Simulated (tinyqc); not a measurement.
CCSD on RHF in the sto-3g basis, frozen core, for H2O, spin multiplicity 1, step by step. One step of it, computed by the program tinyqc.

Task: Iteration 1: diagonalisation and new density. Diagonalise F' = X^T F X, C = X C', fill 5 alpha and 5 beta electrons from the bottom; D = 2 C_occ C_occ^T. Each column has its largest component positive (the first on a tie).

Fock matrix F (hartree):
```
,1O 1s,1O 2s,1O 2px,1O 2py,1O 2pz,2H 1s,3H 1s
1O 1s,-18.794581,-4.867021,0.000000,0.000000,-0.011693,-0.691928,-0.691928
1O 2s,-4.867021,-1.752597,0.000000,0.000000,-0.182998,-0.515343,-0.515343
1O 2px,0.000000,0.000000,0.338931,0.000000,0.000000,0.000000,0.000000
1O 2py,0.000000,0.000000,0.000000,0.255128,0.000000,-0.144889,0.144889
1O 2pz,-0.011693,-0.182998,0.000000,0.000000,0.262077,-0.190589,-0.190589
2H 1s,-0.691928,-0.515343,0.000000,-0.144889,-0.190589,-0.140508,-0.177790
3H 1s,-0.691928,-0.515343,0.000000,0.144889,-0.190589,-0.177790,-0.140508
```

X:
```
,1,2,3,4,5,6,7
1O 1s,-0.365158,0.000000,0.717559,0.000000,0.621969,0.000000,0.175529
1O 2s,0.980237,0.000000,-0.317518,0.000000,0.344679,0.000000,0.431899
1O 2px,0.000000,0.000000,0.000000,1.000000,0.000000,0.000000,0.000000
1O 2py,0.000000,0.791393,0.000000,0.000000,0.000000,0.722506,0.000000
1O 2pz,0.510458,0.000000,0.672917,0.000000,-0.586433,0.000000,0.234656
2H 1s,-0.612458,-0.756534,-0.187580,0.000000,-0.153969,0.377898,0.391087
3H 1s,-0.612458,0.756534,-0.187580,0.000000,-0.153969,-0.377898,0.391087
```

Give: F' = X^T F X; orbital energies; coefficients C; D after iteration 1.

Result:

F' = X^T F X (hartree):
```
,1,2,3,4,5,6,7
1,-0.1982,0.0000,2.1029,0.0000,1.9655,0.0000,0.6968
2,0.0000,0.5495,0.0000,0.0000,0.0000,0.1963,0.0000
3,2.1029,0.0000,-7.1269,0.0000,-8.3089,0.0000,-3.5336
4,0.0000,0.0000,0.0000,0.3389,0.0000,0.0000,0.0000
5,1.9655,0.0000,-8.3089,0.0000,-9.1024,0.0000,-4.1498
6,0.0000,0.1963,0.0000,0.0000,0.0000,-0.0144,0.0000
7,0.6968,0.0000,-3.5336,0.0000,-4.1498,0.0000,-2.3731
```

orbital energies (hartree): MO1 -18.8055, MO2 -0.6335, MO3 -0.0760, MO4 0.0959, MO5 0.3389, MO6 0.5424, MO7 0.6111

coefficients C:
```
,MO1,MO2,MO3,MO4,MO5,MO6,MO7
1O 1s,0.9935,-0.2216,0.0000,-0.1607,0.0000,-0.0627,0.0000
1O 2s,0.0277,0.7923,0.0000,0.7632,0.0000,0.3950,0.0000
1O 2px,0.0000,0.0000,0.0000,0.0000,1.0000,0.0000,0.0000
1O 2py,0.0000,0.0000,0.4524,0.0000,0.0000,0.0000,0.9714
1O 2pz,0.0029,0.1837,0.0000,-0.4353,0.0000,0.9429,0.0000
2H 1s,-0.0048,0.2130,0.5871,-0.4966,0.0000,-0.5431,-0.6087
3H 1s,-0.0048,0.2130,-0.5871,-0.4966,0.0000,-0.5431,0.6087
```

D after iteration 1:
```
,1O 1s,1O 2s,1O 2px,1O 2py,1O 2pz,2H 1s,3H 1s
1O 1s,2.1239,-0.5416,0.0000,0.0000,0.0641,0.0557,0.0557
1O 2s,-0.5416,2.4220,0.0000,0.0000,-0.3731,-0.4209,-0.4209
1O 2px,0.0000,0.0000,2.0000,0.0000,0.0000,0.0000,0.0000
1O 2py,0.0000,0.0000,0.0000,0.4093,0.0000,0.5312,-0.5312
1O 2pz,0.0641,-0.3731,0.0000,0.0000,0.4465,0.5106,0.5106
2H 1s,0.0557,-0.4209,0.0000,0.5312,0.5106,1.2734,-0.1053
3H 1s,0.0557,-0.4209,0.0000,-0.5312,0.5106,-0.1053,1.2734
```
